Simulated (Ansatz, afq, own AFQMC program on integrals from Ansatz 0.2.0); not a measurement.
AFQMC on a folder of integrals that Ansatz 0.2.0 wrote.

```yaml
crystal:
  periodic: [false, false, false]
  atoms:
    - {symbol: N, position_ang: [0.000000, -0.176115, 0.698274]}
    - {symbol: O, position_ang: [0.000000, 0.150778, -0.615224]}
    - {symbol: H, position_ang: [0.000000, 0.752120, 1.135262]}
    - {symbol: H, position_ang: [0.000000, -0.698120, -1.073059]}
basis:
  gaussian: {orbitals: cc-pVDZ}
magnetization: {spin_polarized: true, initial_magnetization: 1}
correlation: {method: ccsd_t, electrons: outside_noble_gas, hamiltonian_folder: ham}
```

```sh
$ ansatz run in.yaml --threads 1 --pin off --events-out ev --progress --plain --max-ram 1382MiB
```

Options of the walk:

```
--method phaseless --trial cisd --walkers 60 --populations 1 --least-time 40 --time-step 0.005 --steps-per-block 50 --equilibration-blocks 28 --max-blocks 300 --target-error 0.00043 --factor-cut 1e-05 --start spin_pure --seed 60 --release-times 0.24,0.51,0.99,1.62,2.4 --release-step 0.03 --release-every 4 --taylor-order 6
```

Times are imaginary, in 1/Eh. The walk had a cap of 1343 s.

```
orbitals 36  electrons 7 6  factors 278 of 355
reference energy -130.39741321 Eh
CCSD correlation -0.35263014 Eh in 13 cycles, weight of the determinant in the CISD state 0.8913
energy of the start -130.749568 Eh
 block  time / (1/Eh)  mean weight  energy / Eh
     1     0.250  1.0004  -130.745839
     2     0.500  0.9982  -130.751024
     3     0.750  0.9993  -130.751998
     4     1.000  0.9998  -130.752011
     5     1.250  0.9982  -130.754525
     8     2.000  0.9969  -130.755072
    17     4.250  1.0007  -130.752919
    41    10.250  1.0017  -130.751474
    65    16.250  0.9987  -130.763306
    89    22.250  0.9994  -130.756501
   105    26.250  1.0008  -130.750244
   113    28.250  0.9999  -130.756389
   137    34.250  1.0002  -130.754074
   161    40.250  0.9963  -130.756897
   185    46.250  0.9965  -130.792219
   209    52.250  1.0008  -130.760050
   233    58.250  0.9989  -130.760387
   257    64.250  0.9987  -130.759219
   281    70.250  0.9992  -130.757466
   305    76.250  0.9995  -130.755503
   321    80.250  0.9994  -130.758777
blocks merged  error / Eh  count
     1  0.000378  300
     2  0.000464  150
     4  0.000531  75
     8  0.000594  37
    16  0.000686  18
    32  0.000643  9
released: time / (1/Eh)  energy / Eh  error  mean overlap
  0.24  -130.759234  0.000609  0.9951
  0.51  -130.759719  0.000543  0.9850
  0.99  -130.759000  0.000562  1.0045
  1.62  -130.759434  0.000806  1.0000
  2.40  -130.759194  0.001273  1.0236
energy -130.758273 +/- 0.000686 Eh
(rows thinned)
```

(1) Estimate how long the walk took on 1 thread of Intel(R) Xeon(R) Platinum 8259CL CPU @ 2.50GHz (Skylake/Cascade Lake), with other jobs on the host.

The run passed its tests (sampling time, drift between the halves within three errors, error under three times the target), which doesn't prove that it has relaxed.

Against this walk (error 18.7 meV) on the same determinant: CCSD(T) 2.7 meV lower (within the noise). The error is statistical and leaves out the bias of the constraint. None of these is a sure reference here. Released to 2.40 1/Eh the energy moves by -25 ± 39 meV (both errors), within twice the noise.

Cautions: constraint bias not in the error; error above the target (18.7 against 11.7 meV).

Answers

(1) 12 min of wall time.

A walk keeps the symmetry of its determinant, which the program's search chose and which needn't be the lowest solution, so a lower state of the same spin and another symmetry isn't excluded.
